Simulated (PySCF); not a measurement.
**Electronic absorption of trisilane**

Trisilane, Si3H8.
Numbering: `[SiH3:1][SiH2:2][SiH3:3]` (hydrogens: H4, H5, H6 on Si1; H7, H8 on Si2; H9, H10, H11 on Si3)

Cartesian coordinates in Å at the GFN2-xTB level; atoms count from 1:
```xyz
11
Si3H8 angstrom
Si     1.857    0.721   -0.045
Si     0.176   -0.870   -0.102
Si    -1.987   -0.076    0.114
H      3.210    0.177   -0.187
H      1.700    1.710   -1.115
H      1.847    1.470    1.215
H      0.429   -1.881    0.940
H      0.287   -1.649   -1.348
H     -2.320    0.877   -0.949
H     -2.175    0.637    1.381
H     -3.019   -1.113    0.071
```

Method: TDDFT PBE0/def2-SVPD, vertical, gas phase, core orbitals frozen in the response in PySCF 2.14.0, density-fitted response routines.

**Question.** Predict the UV-vis stick spectrum at this level.

**Answer.** 

```json
{"state": "S1", "E (eV)": "6.99", "λ (nm)": "177.4", "ν̃ (cm⁻¹)": "56370", "f": "0.261", "symmetry": "B1 or B2", "main configurations (H = HOMO, L = LUMO)": "H→L (86%)"}
{"state": "S2", "E (eV)": "7.05", "λ (nm)": "175.8", "ν̃ (cm⁻¹)": "56900", "f": "0.0001", "symmetry": "–", "main configurations (H = HOMO, L = LUMO)": "H→L+1 (97%)"}
{"state": "S3", "E (eV)": "7.23", "λ (nm)": "171.6", "ν̃ (cm⁻¹)": "58280", "f": "0.0085", "symmetry": "A1", "main configurations (H = HOMO, L = LUMO)": "H-1→L (94%)"}
{"state": "S4", "E (eV)": "7.54", "λ (nm)": "164.3", "ν̃ (cm⁻¹)": "60850", "f": "0.050", "symmetry": "B1 or B2", "main configurations (H = HOMO, L = LUMO)": "H→L+2 (94%)"}
{"state": "S5", "E (eV)": "7.57", "λ (nm)": "163.7", "ν̃ (cm⁻¹)": "61080", "f": "0.011", "symmetry": "B1 or B2", "main configurations (H = HOMO, L = LUMO)": "H-2→L (64%), H-1→L+1 (34%)"}
{"state": "S6", "E (eV)": "7.61", "λ (nm)": "162.9", "ν̃ (cm⁻¹)": "61390", "f": "0.0000", "symmetry": "–", "main configurations (H = HOMO, L = LUMO)": "H→L+4 (76%), H-1→L+1 (15%)"}
{"state": "S7", "E (eV)": "7.63", "λ (nm)": "162.4", "ν̃ (cm⁻¹)": "61560", "f": "0.027", "symmetry": "A1", "main configurations (H = HOMO, L = LUMO)": "H→L+3 (88%)"}
{"state": "S8", "E (eV)": "7.84", "λ (nm)": "158.2", "ν̃ (cm⁻¹)": "63220", "f": "0.094", "symmetry": "B1 or B2", "main configurations (H = HOMO, L = LUMO)": "H→L+5 (94%)"}
```

Triplets (Tamm–Dancoff): T1 5.88 eV, H→L (95%); T2 6.39 eV, H→L+1 (91%); T3 6.50 eV, H-1→L (90%).

The lowest singlet lies at 6.99 eV (177 nm, vacuum ultraviolet) and is strong; its leading configuration is HOMO→LUMO (86%). The lowest level is also the most intense of those listed (f = 0.261). Löwdin shares by element: HOMO silicon 77%, hydrogen 5% or more (atoms not listed hold the other 18%); LUMO silicon 71%, hydrogen 11% or more (atoms not listed hold the other 19%). Of the 8 states listed, 5 reach f = 0.01 and 2 stay under 0.0005. Weighted by f, the mean energy of these states is 7.28 eV. The listed states span 0.85 eV, and the widest gap between neighbours is 0.32 eV (S3 to S4). Symmetry labels in C2v follow from the direction of the transition dipole and are given only for states with f of 0.002 or more; B1 and B2 swap with the choice of axes. The window holds the lowest 8 singlets.
